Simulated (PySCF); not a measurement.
Molecule: `InChI=1S/C5H11N/c1-3-5-6-4-2/h3,6H,1,4-5H2,2H3`.

Geometry (Å), atoms numbered from 1 in this order:
```xyz
17

C     3.0123    0.1077    0.7132
C     1.7285   -0.2401    0.8172
C     0.9173   -0.8481   -0.2934
N    -0.2220   -0.0638   -0.7276
C    -1.3358    0.0079    0.1919
C    -2.4935    0.7749   -0.4178
H     3.5713   -0.0625   -0.2139
H     3.5574    0.5654    1.5433
H     1.2043   -0.0562    1.7636
H     1.5758   -1.0340   -1.1590
H     0.5383   -1.8366    0.0230
H     0.0825    0.8727   -0.9866
H    -1.6549   -1.0263    0.4120
H    -1.0807    0.4592    1.1764
H    -2.7970    0.3194   -1.3720
H    -3.3605    0.7914    0.2592
H    -2.2124    1.8215   -0.6200
```

Geometry PBE0-D3(BJ)/def2-SVP throughout; GIAO in PySCF, gas phase, one conformer, non-relativistic; equivalent atoms averaged; basis pcSseg-1.

For orientation, LC-wPBE gives these absolute shieldings σ: C2 39.0, C1 60.1, C3 135.1, C5 146.3, C6 171.0, N4 213.8, H7 25.89, H13/H14 28.85, H15/H16/H17 30.23 ppm.

A run gave: C2 38.4, C1 60.6, C3 128.9, C5 140.2, C6 166.1, N4 203.4, H7 26.06, H13/H14 28.80, H15/H16/H17 30.26 ppm (absolute shieldings σ).

Which functional was used in that run?
A. BLYP
B. PBE
C. wB97X-D
D. WP04
E. B97-D

## Answers

C. C3 tells them apart best: wB97X-D gives 128.9, PBE gives 120.5, WP04 gives 115.8, BLYP gives 114.6, B97-D gives 121.0 ppm.
